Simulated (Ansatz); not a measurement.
Relaxed structures of Si2NH7, singlet (PBE0-D4/def2-TZVP; forces vanish, vibrations not checked; lower isomers may exist, and structures with a doubtful reference or unclear bonds are left out; Å). Computed with Ansatz 0.2.0 (basis: def2-TZVPP); correlated methods freeze the cores.

Problem. Rank them by CCSD(T) energy, lowest first, and give each one's height above the lowest. Links in brackets join atoms within 1.22 times the sum of their covalent radii (1.1 for two metals). (Judge from chemistry; the value comes from the calculation.)
A.
Si₂NH₇ ([SiH3][NH][SiH3])
```
10
angstrom
Si -1.0429 0.7583 -0.8799
N 0.1199 0.5004 0.3687
Si 0.9957 -0.9353 0.7555
H -1.3735 -0.5672 -1.4585
H -0.5323 1.6452 -1.9625
H -2.2743 1.3939 -0.3364
H 0.3619 1.3172 0.9130
H 0.4033 -2.0423 -0.0349
H 0.8975 -1.2429 2.2085
H 2.4447 -0.8272 0.4267
```
B.
a complex of Si₂NH₅ ([SiH2][NH][SiH2]) + H₂
```
10
angstrom
Si -1.2355 0.9230 -1.2395
N 0.0824 0.8433 -0.1299
Si 0.9410 -0.5453 0.4353
H -1.5449 -0.4901 -1.6102
H 0.9631 -2.0489 3.2820
H -2.4072 1.6059 -0.6050
H 0.3938 1.7312 0.2428
H 0.3381 -1.7091 -0.2818
H 1.0803 -2.5623 3.8139
H 2.4005 -0.4031 0.1311
```
C.
Si₂NH₇ ([SiH2][NH2][SiH3])
```
10
angstrom
Si -0.7238 0.4895 -1.1653
N -0.1016 0.2933 0.7681
Si 1.1372 -1.0007 0.7104
H -1.8451 -0.5031 -0.8814
H -0.8878 0.1076 1.3816
H -1.5462 1.7160 -0.7871
H 0.2944 1.1864 1.0445
H 0.5761 -2.1124 -0.0815
H 1.4099 -1.4431 2.1051
H 2.3453 -0.3986 0.1142
```
D.
a complex of SiNH₃ ([NH][SiH2]) + SiH₄
```
10
angstrom
Si -1.1031 0.8987 -1.0857
N -0.2181 1.0116 0.2346
Si 1.6585 -1.2454 1.0176
H -0.9735 -0.3189 -1.9092
H -2.0815 1.8747 -1.6388
H 2.4940 -0.0380 0.8184
H -0.2651 1.8226 0.8375
H 0.9686 -1.6401 -0.2360
H 0.6978 -1.0721 2.1324
H 2.5730 -2.3687 1.3836
```

Solution. The calculation gives: A (0.000 eV), C (1.851 eV), D (2.652 eV), B (3.348 eV). Heights count from the lowest.

T1 diagnostic: at most 0.020. The restricted Hartree–Fock reference is unstable towards an unrestricted one at one or more of these structures. The program raised a doubt about the electronic state. A large double-excitation amplitude points to some diradical character; no triplet was computed.

For scale, one of the runs: CCSD(T)/def2-TZVPP, 213 basis functions, launched by `ansatz run in.yaml --threads 2 --pin off --events-out ev --progress --plain --max-ram 4352MiB`. Hardware: 2 CPU threads of an Arm Neoverse V1, shared host. Wall time 3.7 min; peak host memory 3.2 GiB.
